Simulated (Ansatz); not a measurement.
`C=C(O)CCl` → `[CH2]` (triplet) + `C=C(O)Cl` at 400 K and 1 bar (formal loss of a carbene).

Program: Ansatz. Geometries: PBE0-D4/def2-TZVP. ΔE: electronic, gas phase. CBS: MP2 limit from def2 TZ/QZ plus the TZ coupled-cluster correction, frozen cores. This one scheme is used for every species. Triplets are unrestricted, without spin–orbit coupling. Each species was taken in one conformer, which may not be the lowest.

| species | CCSD(T)/CBS energy (Eh) | H − E (kJ/mol) | S (J/(mol·K)) |
| --- | --- | --- | --- |
| `C=C(O)CCl` | -652.09455 | 228.7 | 347.6 |
| `[CH2]` (triplet) | -39.09499 | 59.0 | 205.7 |
| `C=C(O)Cl` | -612.82898 | 146.6 | 309.1 |

H − E and S are ideal-gas, rigid-rotor, harmonic terms from PBE0-D4/def2-TZVP, for one conformer and one mirror image of each species, with the whole ground term of open shells counted as degenerate. 1 Eh = 2625.50 kJ/mol, R = 8.31446 J/(mol·K).

**Question.** By hand: ΔE, ΔH, ΔS and ΔG.

**Answer.** ΔE = (-39.09499) + (-612.82898) − (-652.09455) = 0.17058 Eh = 447.9 kJ/mol. Δ(H − E) = 59.0 + 146.6 − 228.7 = -23.1, so ΔH = 424.8 kJ/mol. ΔS = 205.7 + 309.1 − 347.6 = 167.2 J/(mol·K). ΔG = 424.8 − 400 × (167.2)/1000 = 357.9 kJ/mol.

**Question.** By hand: the equilibrium constant, and the temperature at which ΔG would vanish if ΔH and ΔS stayed fixed.

**Answer.** log₁₀ K = −ΔG/(RT ln 10) = -46.7. ΔG = 0 at ΔH/ΔS = 2541 K, far beyond where these terms or the molecules hold.

The number of gas molecules changes by +1, which sets the sign of ΔS. A doubt of 5 kJ/mol in ΔE shifts log₁₀ K by 0.7 here. Other conformers and mirror images would add mixing entropy, several J/(mol·K) or more a flexible species. A triplet takes part, so the spin changes. These are equilibria of isolated gas molecules and say nothing of rates. Largest T1 diagnostic: 0.011 (customary marks: 0.02 for closed shells, 0.045 for open ones).
